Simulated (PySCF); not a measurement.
Simulated outer-valence photoelectron spectrum of `S(C)(=O)C`. Theory: EOM-IP-CCSD/aug-cc-pVDZ in PySCF, restricted Hartree–Fock reference, 8 core orbitals frozen, non-relativistic, gas phase, PBE0-D3(BJ)/def2-SVP geometry.

Each root has a Gaussian of 0.8 eV full width with its one-hole share as area; cross sections and vibrations are left out, and the highest printed point is 100.

```tsv
ionisation energy (eV)	intensity
7.6	0
7.8	1
8.0	4
8.2	14
8.4	30
8.6	46
8.8	51
9.0	42
9.2	31
9.4	32
9.6	43
9.8	51
10.0	44
10.2	27
10.4	12
10.6	4
10.8	1
11.0	0
11.2	0
11.4	0
11.6	2
11.8	7
12.0	18
12.2	35
12.4	49
12.6	49
12.8	36
13.0	28
13.2	38
13.4	65
13.6	92
13.8	96
14.0	76
14.2	51
14.4	42
14.6	49
14.8	56
15.0	57
15.2	63
15.4	82
15.6	100
15.8	94
16.0	65
16.2	32
16.4	11
16.6	3
16.8	1
```

Problem. Where are the maxima, and how many lines lie under the curve?

Solution. 5 maxima, at 8.8, 9.8, 12.5, 13.7 and 15.7 eV, from 8 lines. At this width some lines have no maximum of their own.

Problem. List the lines with their holes.

Solution. 
```
E (eV)  leading hole (HF orbital)  area  Koopmans (eV)
  8.75                       HOMO  0.95           9.98
  9.82                     HOMO-1  0.94          11.30
 12.49                     HOMO-2  0.94          13.96
 13.63                     HOMO-3  0.95          14.75
 13.83                     HOMO-4  0.94          15.28
 14.80                     HOMO-5  0.95          15.89
 15.61                     HOMO-6  0.94          16.94
 15.74                     HOMO-7  0.95          17.00
```

The widest gap, 2.67 eV, lies between 9.82 and 12.49 eV. Only orbitals with −ε under 21 eV, eight at most, were ionised, so the high end of the curve may lack lines.
